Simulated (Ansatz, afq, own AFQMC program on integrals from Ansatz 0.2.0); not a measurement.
Where AFQMC and coupled cluster stand for CN⁺, singlet

```csv
atom,x (Å),y (Å),z (Å)
N,0.0000,0.0000,0.0000
C,0.0000,0.0000,1.1601
```

Basis 6-31G. Noble-gas cores (and the filled d shells of Ga–Kr and In–Xe) are frozen. Integrals, coupled cluster, full CI and functionals: Ansatz 0.2.0; the random walks run on the same integrals in our own AFQMC program. ph-AFQMC/CISD is guided by a CISD state made of CCSD amplitudes; releasing the constraint for a short imaginary time cuts its bias at the price of noise, slowly where states lie close. ± is one standard error of the sampling.

Determinant: RHF, the one that the program's search chose, which needn't be the lowest solution. The geometry is a PBE0/def2-TZVP stationary point of this or a neighbouring charge and spin state.

Full CI on the same integrals is exact in this basis and with this determinant's frozen core.

Cautions: restricted determinant unstable towards unrestricted (UHF 4.00 eV lower, ⟨S²⟩ 1.67); strong correlation (T1 0.091, weight of the determinant 0.69, largest double 0.38); (T) is large, 12 % of the CCSD correlation; CCSD(T) is in doubt: in a space of 8 electrons in 8 natural orbitals full CI lies 188 meV above it; the released energies are still falling, so no released level is given (meV from the phaseless value at times in 1/Eh: -59 ± 7 at 0.24, -81 ± 5 at 0.51, -121 ± 5 at 0.99, -152 ± 4 at 1.62, -177 ± 6 at 2.40).

The T1 diagnostic is 0.0912. The weight of the determinant in the CISD state is 0.692 and the size of the correlated space is 8 electrons in 16 orbitals.

```
  level  correlation energy (eV)
    MP2                  -8.1304
   CCSD                  -8.1330
CCSD(T)                  -9.0772
```

Task: Estimate where full CI lies against CCSD(T) on the same integrals.

Result: 8.38 mEh above CCSD(T).

Reference: full CI, correlation energy -8.849 eV. The cautions show a poor starting determinant, so the rows tell how each method copes with it here, and full CI is the sure value.

| level | E − E(reference) (mEh) | share of correlation (%) |
| --- | --- | --- |
| CCSD(T) | -8.38 | 102.58 |
| CCSDT | 1.36 | 99.58 |
| CCSDT(Q) | -1.15 | 100.35 |
| CCSDTQ | 0.58 | 99.82 |
| ph-AFQMC/CISD | 9.66 ± 0.21 | 97.03 |

CCSDT and higher add their correlation energy to the determinant of the CCSD(T) run, since their own runs factorise the integrals more tightly (a shift of under 2 meV). A walk keeps the symmetry of its determinant, which the program's search chose and which needn't be the lowest solution, so a lower state of the same spin and another symmetry isn't excluded.
